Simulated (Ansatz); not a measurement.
The input, for Ansatz 0.2.0:

```yaml
crystal:
  periodic: [false, false, false]
  atoms:
    - {symbol: S, position_ang: [0.000000, -0.088557, -0.034974]}
    - {symbol: H, position_ang: [0.000000, 0.840594, -1.002176]}
    - {symbol: H, position_ang: [0.000000, 1.976608, 2.114783]}
basis:
  gaussian: {orbitals: aug-cc-pVTZ}
magnetization: {spin_polarized: false}
correlation: {method: ccsdtq, electrons: all}
```

```sh
$ ansatz run in.yaml --threads 1 --pin off --events-out ev --progress --plain --max-ram 2393MiB
```

Problem. One thing in this input was set wrong on purpose, beside settings that are merely unusual. What is the gravest fault, and what does the program do?

Solution. Too large for memory. How the run ends: out of memory.
```
1079 factors; integrals over basis functions are off by at most 1.7e-7 eV
mean field evaluation 1: about -10840.3038 eV, gradient 1.9e1 eV
mean field evaluation 2: about -10840.3055 eV, gradient 1.9e1 eV
mean field evaluation 4: about -10843.3739 eV, gradient 5.6e0 eV
mean field evaluation 8: about -10843.5276 eV, gradient 3.0e-4 eV
mean field evaluation 16: about -10843.3720 eV, gradient 5.6e0 eV
mean field evaluation 32: about -10838.7509 eV, gradient 3.0e-4 eV
mean field -10843.52760754 eV, -398.4922895702 hartree, gradient 2.6e-6 eV, S^2 0.000000; 0 other end points of the search recorded, 0 dependent functions left out; unrestricted orbitals would lower it
mean field evaluation 64: about -10846.6399 eV, gradient 2.8e-4 eV
unrestricted determinant -10846.63986247 eV, -398.6066628292 hartree, S^2 0.9861
reference -10843.52760754 eV, -398.4922895702 hartree; 9, 9 occupied and 87, 87 virtual orbitals, 1079 factors
Error: with its amplitudes the run needs 489.44 GiB of memory by its plan, which may be too low or too high, and 2.33 GiB are given
refused for memory
```
